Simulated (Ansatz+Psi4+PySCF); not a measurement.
A calculation with Psi4 1.11.

```
molecule {
1 2
O 0.015410 0.024340 -1.707620
C 0.017190 0.023100 -0.512070
S 0.019970 0.002310 1.022530
}

basis {
assign C cc-pVTZ
assign O cc-pVTZ
assign S cc-pV(T+d)Z
}
set reference uhf
set scf_type pk
energy('scf')
```

The input is written out from the run's settings.

Results

```json
{"Converged": "yes", "Total energy": "-509.96177 hartree", "Spin squared of the determinant": "0.977", "Occupied orbitals by symmetry in an Abelian subgroup (alpha; beta)": "12 Ap 3 App; 11 Ap 3 App"}
```

Caution: the unrestricted determinant is spin contaminated.
